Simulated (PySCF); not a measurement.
Calculated NMR data

How the numbers were obtained: geometry from GFN2-xTB, GIAO PBE0/pcSseg-1 shieldings, J: B3LYP/pcJ-1 (spin–dipole term left out of most H,H and C,H couplings), in PySCF 2.14 (no solvent, one computed conformer, non-relativistic, averaged over atoms made equivalent by symmetry, fast rotation or ring inversion).

δ = σ(ref) − σ, references computed at the same level: 1H (σref 31.72), 13C (σref 186.93) vs TMS. Multiplet labels drop J under 1 Hz and among equivalent protons, and merge close values. Unscaled 3J(H,H) run several per cent high. Shifts are as computed. Against solution values, carbons near 30 ppm lie about +3 ppm off and those near 130 ppm about +5 ppm. Of 1211 compounds with measured shifts, 218 miss one by over three times the rms of a fit or turn the order of signals round; such compounds aren't used in these exercises.

**1.** SMILES C(#C)CC#CC, C₆H₆. 1H NMR (600 MHz, computed): δ 3.22 (quint, J = 3.6 Hz, 2H), 1.99 (t, J = 3.5 Hz, 3H), 1.43 (t, J = 3.8 Hz, 1H). 13C{1H} NMR (computed): δ 83.9, 83.9, 79.2, 75.1, 11.7, 4.7.

**2.** SMILES c1ccccc1, C₆H₆. 1H NMR (600 MHz, computed): δ 7.66 (s, 6H). 13C{1H} NMR (computed): δ 133.9 (CH).
